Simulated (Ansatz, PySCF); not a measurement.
SiH2, SMILES [SiH2] (connectivity only; charge and spin as stated), neutral, multiplicity 1. Atoms are numbered in the order given.

```xyz
3

Si     0.0000     0.0000     0.1249
H      0.0000    -1.0896    -0.9425
H      0.0000     1.0896    -0.9425
```
Charge 0, spin multiplicity 1.

Coordinates come from a PBE0-D3(BJ)/def2-TZVPD optimisation. The isomer is the one that the SMILES or the coordinates give; other isomers of the formula were not compared.

Two levels are set side by side: PBE-D3(BJ)/def2-TZVPD (PySCF) and PBE0-D3(BJ)/def2-TZVPD (Ansatz, a first-principles code). Each level has its own optimised geometry; the coordinates shown are those of the second. Frequencies come from the Hessian of PySCF at each geometry. Differences are taken from unrounded values.

| quantity | PBE0-D3(BJ) | PBE-D3(BJ) | PBE-D3(BJ) minus PBE0-D3(BJ) |
|---|---|---|---|
| mean bond length (Å) | 1.525 | 1.539 | 0.013 |
| bond Si1–H2 (Å) | 1.525 | 1.539 | 0.013 |
| bond Si1–H3 (Å) | 1.525 | 1.539 | 0.013 |
| highest harmonic wavenumber (cm⁻¹) | 2050 | 1977 | -73 |
| mean harmonic wavenumber (cm⁻¹) | 1702 | 1640 | -61 |
| zero-point energy (kcal/mol) | 7.30 | 7.03 | -0.26 |

Exact exchange shortens and stiffens bonds; PBE has none. Differences between two approximate levels are no errors against the true value.
